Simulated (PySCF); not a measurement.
Zinc-blende AlAs: correlation energy from several methods in one and the same small orbital space (PySCF; 2 atoms at the zone centre, 8 electrons in 17 orbitals, empty ones MP2 natural orbitals of a TZ basis, lattice constant set to 5.49117 Å). Its volume lies 9 % below that of the crystal's usual cell. It tests the methods against each other and lies far from the crystal's limit.

```
method    E_corr (eV per atom)  share of full CI (%)  error (meV)
--------  --------------------  --------------------  -----------
MP2                    -1.2870                  70.4          540
CCSD                   -1.7955                  98.3           32
CCSD(T)                -1.8162                  99.4           11
CCSDT                  -1.8233                  99.8            4
CCSDT(Q)               -1.8260                  99.9            1
CCSDTQ                 -1.8272                 100.0            0
full CI                -1.8273                 100.0            0
```

The Hartree–Fock determinant has a weight of 0.90 in the full CI state.

MP2, (T) and (Q) use filled levels shifted down by the Madelung term, which in so small a cell is a large part of the gap, so these rows hang on it.
